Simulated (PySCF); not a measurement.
# NO₂: from structure and modes to constants

All numbers come from UPBE in PySCF with N def2-TZVP, O def2-TZVP; no relativity; density-fitted integrals.

The doublet minimum has C2v symmetry. Masses (u): N 14.00307, O 15.99492.

```xyz
3
charge 0 multiplicity 2, angstrom
N     0.0000   -0.3270    0.0000
O     0.0000    0.1431    1.1083
O     0.0000    0.1431   -1.1083
```

Harmonic wavenumbers (cm⁻¹): 743.0 (a1, ×1), 1336.4 (a1, ×1), 1654.2 (b2, ×1).

(1) What is the harmonic zero-point energy?

(2) Find the vibrational entropy and heat capacity at 298.15 K.

Answers

(1) Half the sum of all 3 wavenumbers, 3734/2 = 1867 cm⁻¹, which is 22.3 kJ/mol (1 cm⁻¹ = 0.0119627 kJ/mol).

(2) With u = 1.43878 ω/T, each mode gives S = R[u/(eᵘ−1) − ln(1−e⁻ᵘ)] and C = R u² eᵘ/(eᵘ−1)².
```
ω (cm⁻¹)      u  S (J/(mol K))  C (J/(mol K))
   743.0  3.586           1.08           3.13
  1336.4  6.449           0.10           0.55
  1654.2  7.982           0.03           0.18
```
The sums over all modes are S = 1.2 and C = 3.9 J/(mol K); the softest mode gives 90 % of the entropy.

Only a few start shapes were tried, so a lower isomer may exist.
